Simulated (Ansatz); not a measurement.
System: bcc Li. Method: LC-ωPBE (Ansatz, a first-principles code, plane waves, PAW).

Run with plane-wave cutoff 460 eV, 14×14×14 k mesh, Fermi–Dirac smearing 0.05 eV, scalar-relativistic PAW data made under PBE.

Equation-of-state points:

```csv
V (Å³/atom),E − E_lowest (meV/atom)
20.375,2.48
20.970,0.50
21.364,0.00
22.045,0.48
22.583,1.96
```

Problem. Estimate the bulk modulus and its pressure derivative from these points.

Solution. V0 = 21.503 Å³/atom, B0 = 12.6 GPa, B′ = 3.3 (fit to the energies at full precision).

Measured, for comparison: bulk modulus 13.8 GPa (corrected for temperature and zero-point phonon effects, our sources range from 13.1 to 13.9; as tabulated in Levämäki et al. (2014), arXiv:1402.3671); equilibrium volume per atom 20.51 Å³/atom (low-temperature or extrapolated to 0 K; zero-point anharmonic expansion removed; as tabulated in Csonka et al. (2009), arXiv:0903.4037). Computed (rounded) less measured: bulk modulus -9 % (-4 % to -9 % over the range), equilibrium volume per atom +4.8 %.

Static lattice: no zero-point or thermal effects.
